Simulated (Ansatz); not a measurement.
Ansatz (an electronic-structure program) input:

Ansatz 0.2 input:
```yaml
crystal:
  periodic: [false, false, false]
  atoms:
    - {symbol: O, position_ang: [0.06503772, -0.68601455, 0.05727429]}
    - {symbol: C, position_ang: [-0.03288225, 0.83440006, 0.03073175]}
    - {symbol: C, position_ang: [1.42147281, -1.28712423, -0.01533926]}
    - {symbol: C, position_ang: [-1.48368758, 1.21030101, 0.00174931]}
    - {symbol: H, position_ang: [0.47728944, 1.12131012, 0.94601548]}
    - {symbol: H, position_ang: [0.52928146, 1.15356487, -0.84533226]}
    - {symbol: H, position_ang: [1.27766083, -2.36044626, 0.05765461]}
    - {symbol: H, position_ang: [1.89028205, -0.99298470, -0.95099819]}
    - {symbol: H, position_ang: [1.95495536, -0.90470467, 0.84810251]}
    - {symbol: H, position_ang: [-1.97704985, 0.87309367, -0.91220944]}
    - {symbol: H, position_ang: [-2.01557038, 0.83306845, 0.87432017]}
    - {symbol: H, position_ang: [-1.54411666, 2.30045640, 0.01467203]}
    - {symbol: H, position_ang: [-0.54245191, -1.08070251, -0.59326989]}
basis:
  gaussian:
    orbitals: 6-31G
total_charge: 1
magnetization: {spin_polarized: false}
correlation: {method: ccsd_t, electrons: outside_noble_gas}
```

Task: Predict the final energy.

Result: -193.79706 Eh (CCSD(T)/6-31G). The basis has 54 functions.

It need not be the lowest isomer of its formula.
